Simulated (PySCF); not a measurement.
Gas-phase reaction: 4 CH3Cl → 4 HCl + C3H4 (allene) + CH4

Method: PySCF energies (xtb for GFN2) plus ideal-gas RRHO corrections (1 bar). The comparison is the NASA 1993 polynomial table, which mixes measured and estimated data. † marks an energy on the PBE0/def2-TZVP geometry and frequencies; other levels use their own. All species are closed-shell singlets.

Levels: a) ωB97X-V/def2-TZVP†; b) PBE/def2-TZVP†; c) GFN2-xTB.

Problem. Order the levels by the distance of their ΔH°(298 K) from the table for this reaction, closest first.

Solution. b (+12 kJ), a (+38 kJ), c (+86 kJ)

The table gives 75 kJ. The order holds for this reaction alone, and for the 1993 entries, some of which have been revised since.
